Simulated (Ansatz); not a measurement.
Reaction (isomerisation): `CC/C(O)=C/F` → `CC/C=C(/O)F`

Program: Ansatz. Geometries: PBE0-D4/def2-TZVP. ΔE: electronic, gas phase. CCSD(T)/CBS is the MP2 limit (def2-TZVPP, def2-QZVPP) plus CCSD(T) − MP2 in def2-TZVPP, frozen cores. Double bonds are as drawn, so ΔE can hold a change between cis and trans. DFT in def2-TZVPP. B3LYP here is the variant with VWN-RPA as its local correlation; programs differ in this. Each species was taken in one conformer, which may not be the lowest.

```
             level  ΔE (kJ/mol)
           PBE0-D4        -11.7
           ωB97M-V        -10.9
               PBE        -11.2
            r2SCAN        -11.9
             B3LYP        -10.4
SCS-MP2/def2-TZVPP        -10.3
   CCSD/def2-TZVPP        -10.1
    MP2/def2-QZVPP         -9.9
```

Task: What does CCSD(T)/CBS give? (Estimate.)

Result: Ansatz gave: -7.6 kJ/mol. The listed levels differ from it by -4.1, -3.3, -3.6, -4.3, -2.8, -2.7, -2.5, -2.3 kJ/mol.

Largest T1 diagnostic among the species: 0.012.
